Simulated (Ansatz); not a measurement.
# H2B–B, triplet: the ladder up to full CI

Geometry: a point of a breathe scan, not a stationary point.

| atom | x (Å) | y (Å) | z (Å) |
| --- | --- | --- | --- |
| B | 0.0000 | 0.0000 | 1.3668 |
| B | 0.0000 | 0.0000 | -1.8398 |
| H | 0.0000 | 2.1198 | 2.5368 |
| H | 0.0000 | -2.1198 | 2.5368 |

Basis 6-31G; Ansatz 0.2.0. Correlated methods freeze the noble-gas cores, which leaves 8 electrons in 20 orbitals. Prefix R: restricted or restricted open-shell reference; prefix U: unrestricted. Active spaces: valence = (8e, 10o) chosen from the atoms' valence shells.

Full CI is exact within this basis and frozen core; it isn't the basis-set limit. The frozen core follows each run's orbitals, which can shift R against U totals by a few meV.

Unrestricted rows (U) aren't spin-pure: their determinants' ⟨S²⟩ exceeds S(S+1) by up to 0.81, so they mix in states of higher spin.

* UHF ⟨S²⟩: 2.807
* T1 diagnostic (RCCSD): 0.0732
* largest doubles amplitude (RCCSD): 0.181
* T1 diagnostic (UCCSD): 0.0869

**Question.** From what is known of these methods and the diagnostics, rank them by the size of their error in total energy against full CI in 6-31G, smallest first (an estimate: the text doesn't fix the numbers).
A. CASSCF (valence space)
B. UCCSD
C. NEVPT2 (valence space)
D. MRCISD (valence space)
E. UMP2

**Answer.** D (1.6 kJ/mol), B (14.9 kJ/mol), C (20.7 kJ/mol), A (56.1 kJ/mol), E (164.9 kJ/mol).

All errors are against full CI in 6-31G. With T1 at 0.073 and a doubles amplitude of 0.18 one determinant is a poor start. Within each family the higher level lies nearer, as is usual though not guaranteed.

The restricted determinant belongs to another symmetry than the lowest state (B1); the lowest full-CI state of the determinant's symmetry (A1) lies 0.026 eV higher, and methods that keep that symmetry describe that state.

The full-CI state has the irrep B1 of C2v, in the program's axes.

Its occupations show that no single determinant describes this state well.

Natural occupations of full CI about the gap: 1.892 1.873 1.617 1.010 0.986 0.246 0.180 0.061 0.058 0.053; effectively unpaired electrons, Σ n²(2−n)², 2.81.
